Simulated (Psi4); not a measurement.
**BCl (SMILES [B]Cl) at MN15/6-311+G(d,p) (sweep point 8)**

Aim: the vertical electron affinity of BCl at MN15/6-311+G** (sweep point 8), from 2 runs. 

Program for the calculation: Psi4 1.11.

4 further runs of the same task are left out: 4 set aside as unsound or not needed.

### Step 1. The molecule

BCl has 2 atoms, charge 0, and is taken as a singlet. As SMILES, `[B]Cl`. The coordinates come from a PBE0-D4/def2-TZVP relaxation.

Bond lengths: B1–Cl2 1.718 Å.

### Step 2. The energy at MN15/6-311+G(d,p) (sweep point 8)

input.dat reads:

```
memory 1.6 GB

molecule system {
  B      0.00000000     0.00000000    -0.13163832
  Cl     0.00000000     0.00000000     3.11462770
  units bohr
  symmetry c1
}

set basis 6-311+G**
set puream true
set scf_type pk
set dft_radial_points 250
set dft_spherical_points 1202

e_tot, wfn = energy("mn15", return_wfn=True)
```

The run is started by

```bash
$ psi4 -i input.dat -o output.dat -n 1
```

output.dat:

```text
[...]
  Running in c1 symmetry.
[...]
  Nuclear repulsion =   26.183929313346905
[...]
  Multiplicity = 1
[...]
  Nalpha       = 11
  Nbeta        = 11
[...]
    Number of basis functions: 52
[...]
   @RKS iter   1:  -484.87587190685861   -3.49114e-01   3.93243e-03 ADIIS/DIIS
[...]
   @RKS iter   7:  -484.89337737150805   -8.35801e-08   3.74441e-07 DIIS
[...]
    Orbital Energies [Eh]
    ---------------------
    Doubly Occupied:
       1A   -100.450365     2A     -9.254082     3A     -7.272189
       4A     -7.267806     5A     -7.267806     6A     -6.799771
       7A     -0.925157     8A     -0.551331     9A     -0.434664
      10A     -0.434664    11A     -0.300895
[...]
  @RKS Final Energy:  -484.89337737150805
   => Energetics <=
    Nuclear Repulsion Energy =             26.1839293133469049
    One-Electron Energy =                -719.4205929994459439
    Two-Electron Energy =                 226.6579436078978915
    DFT Exchange-Correlation Energy =     -18.3146572933068725
    Empirical Dispersion Energy =           0.0000000000000000
    VV10 Nonlocal Energy =                  0.0000000000000000
    Total Energy =                       -484.8933773715080520
[...]
 Multipole Moments:
 ------------------------------------------------------------------------------------
     Multipole            Electronic (a.u.)      Nuclear  (a.u.)        Total (a.u.)
 ------------------------------------------------------------------------------------
 L = 1.  Multiply by 2.5417464519 to convert [e a0] to [Debye]
 Dipole X            :         -0.0000000            0.0000000           -0.0000000
 Dipole Y            :          0.0000000            0.0000000            0.0000000
 Dipole Z            :         -0.3437113            0.8694190            0.5257078
 Magnitude           :                                                    0.5257078
[...]
```

Run time: 20 s. Hardware: 1 thread of Intel Xeon at 2.70GHz, shared host; peak memory 1.2 GiB.

### Step 3. The doublet anion at the same level

input.in reads:

```
memory 1.6 GB

molecule {
  -1 2
  B      0.00000000     0.00000000    -0.13163832
  Cl     0.00000000     0.00000000     3.11462770
  units au
  symmetry c1
}

set {
  basis                6-311+G**
  reference            uks
  puream               true
  scf_type             pk
  dft_radial_points    250
  dft_spherical_points 1202
  maxiter              100
}

result, w = energy('mn15', return_wfn=True)
```

The run is started by

```bash
$ psi4 input.in input.out -n 1
```

input.out:

```text
[...]
  Running in c1 symmetry.
[...]
  Nuclear repulsion =   26.183929313346905
[...]
  Multiplicity = 2
[...]
  Nalpha       = 12
  Nbeta        = 11
[...]
    Number of basis functions: 52
[...]
   @UKS iter   1:  -484.76553915765595   -2.38781e-01   7.29627e-03 ADIIS/DIIS
[...]
   @UKS iter   9:  -484.88248046581822   -1.06295e-07   8.38606e-07 DIIS
[...]
   @S^2 Observed:                7.551998880E-01
[...]
    Orbital Energies [Eh]
    ---------------------
    Alpha Occupied:
       1A   -100.221208     2A     -9.025963     3A     -7.044320
       4A     -7.040729     5A     -7.038057     6A     -6.523655
       7A     -0.699335     8A     -0.327628     9A     -0.219238
      10A     -0.217917    11A     -0.071768    12A      0.063934
    Alpha Virtual:
      13A      0.157866    14A      0.172381    15A      0.198030
      16A      0.198674    17A      0.224799    18A      0.246470
      19A      0.273579    20A      0.276123    21A      0.329923
      22A      0.374096    23A      0.561267    24A      0.575791
      25A      0.594975    26A      0.663137    27A      0.670602
[...]
  @UKS Final Energy:  -484.88248046581822
   => Energetics <=
    Nuclear Repulsion Energy =             26.1839293133469049
    One-Electron Energy =                -724.4868163715937044
    Two-Electron Energy =                 231.8531397852229077
    DFT Exchange-Correlation Energy =     -18.4327331927943057
    Empirical Dispersion Energy =           0.0000000000000000
    VV10 Nonlocal Energy =                  0.0000000000000000
    Total Energy =                       -484.8824804658182757
[...]
 Multipole Moments:
 ------------------------------------------------------------------------------------
     Multipole            Electronic (a.u.)      Nuclear  (a.u.)        Total (a.u.)
 ------------------------------------------------------------------------------------
 L = 1.  Multiply by 2.5417464519 to convert [e a0] to [Debye]
 Dipole X            :         -0.0000000            0.0000000           -0.0000000
 Dipole Y            :         -0.0000000            0.0000000           -0.0000000
 Dipole Z            :          1.9614323            0.8694190            2.8308513
 Magnitude           :                                                    2.8308513
[...]
```

Wall time 48 s (1 thread of Intel Xeon at 2.70GHz, shared host); peak memory 1.2 GiB.

### Step 4. Outcome

Level: MN15/6-311+G** (sweep point 8).

```
                                         quantity          value
                        singlet BCl: total energy  -484.89338 Eh
                       singlet BCl: dipole moment         1.34 D
                         singlet BCl: HOMO energy       -8.19 eV
                         singlet BCl: LUMO energy       -1.25 eV
                       singlet BCl: HOMO–LUMO gap        6.94 eV
                      doublet anion: total energy  -484.88248 Eh
doublet anion: HOMO energy (highest over α and β)        1.74 eV
 doublet anion: LUMO energy (lowest over α and β)        4.30 eV
                              doublet anion: ⟨S²⟩          0.755
vertical electron affinity (to the doublet anion)      -0.297 eV
```

The anion lies 0.30 eV (6.8 kcal/mol) above the neutral: the electron isn't bound at this level, and such a value depends on the basis. The HOMO (doublet anion) lies at positive energy, 1.74 eV; only total energies tell whether the electron is bound.
